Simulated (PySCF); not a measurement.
# C5H12O: calculation and literature

Molfile (atoms numbered from 1):
```
C5H12O
     RDKit          3D

 18 17  0  0  0  0  0  0  0  0999 V2000
    2.5223    0.3658   -0.1732 C   0  0  0  0  0  0  0  0  0  0  0  0
    1.2208   -0.2885   -0.6043 C   0  0  0  0  0  0  0  0  0  0  0  0
    0.0029    0.2384    0.1479 C   0  0  0  0  0  0  0  0  0  0  0  0
    0.1547    0.0882    1.5441 O   0  0  0  0  0  0  0  0  0  0  0  0
   -1.3006   -0.3876   -0.3384 C   0  0  0  0  0  0  0  0  0  0  0  0
   -2.5297    0.1730    0.3561 C   0  0  0  0  0  0  0  0  0  0  0  0
    3.3897   -0.0774   -0.6846 H   0  0  0  0  0  0  0  0  0  0  0  0
    2.6661    0.2587    0.9118 H   0  0  0  0  0  0  0  0  0  0  0  0
    2.5158    1.4447   -0.3965 H   0  0  0  0  0  0  0  0  0  0  0  0
    1.0585   -0.1490   -1.6866 H   0  0  0  0  0  0  0  0  0  0  0  0
    1.2764   -1.3832   -0.4488 H   0  0  0  0  0  0  0  0  0  0  0  0
   -0.0561    1.3315   -0.0079 H   0  0  0  0  0  0  0  0  0  0  0  0
    0.2310   -0.8562    1.7253 H   0  0  0  0  0  0  0  0  0  0  0  0
   -1.3768   -0.2511   -1.4306 H   0  0  0  0  0  0  0  0  0  0  0  0
   -1.2396   -1.4809   -0.1762 H   0  0  0  0  0  0  0  0  0  0  0  0
   -2.6505    1.2470    0.1421 H   0  0  0  0  0  0  0  0  0  0  0  0
   -2.4363    0.0657    1.4465 H   0  0  0  0  0  0  0  0  0  0  0  0
   -3.4485   -0.3388    0.0332 H   0  0  0  0  0  0  0  0  0  0  0  0
  1  2  1  0
  2  3  1  0
  3  4  1  0
  3  5  1  0
  5  6  1  0
  1  7  1  0
  1  8  1  0
  1  9  1  0
  2 10  1  0
  2 11  1  0
  3 12  1  0
  4 13  1  0
  5 14  1  0
  5 15  1  0
  6 16  1  0
  6 17  1  0
  6 18  1  0
M  END
```

Measured values that the calculation should reproduce:  Coupling constants: ¹J(C1,C2) 35.0 Hz, ¹J(C2,C3) 37.9 Hz.

- PBE0-D3(BJ)/def2-SVP geometry
- GIAO PBE0/pcSseg-1 shieldings
- B3LYP/pcJ-1 coupling constants (without the spin–dipole term)
- run in PySCF 2.14.0 with density-fitted response routines
- non-relativistic, single conformer, equivalent nuclei averaged, gas phase

Q: What does the calculation give, and how does it compare?

A: 
Coupling constants in Hz:
| coupling | reference | computed | source |
| --- | --- | --- | --- |
| ¹J(C1,C2) | 35.0 | 38.5 | measured; liquid or solution; F. J. Weigert, PhD thesis, Caltech 1968 (Carbon-13 magnetic resonance spectroscopy) |
| ¹J(C2,C3) | 37.9 | 38.2 | measured; liquid or solution; F. J. Weigert, PhD thesis, Caltech 1968 (Carbon-13 magnetic resonance spectroscopy) |
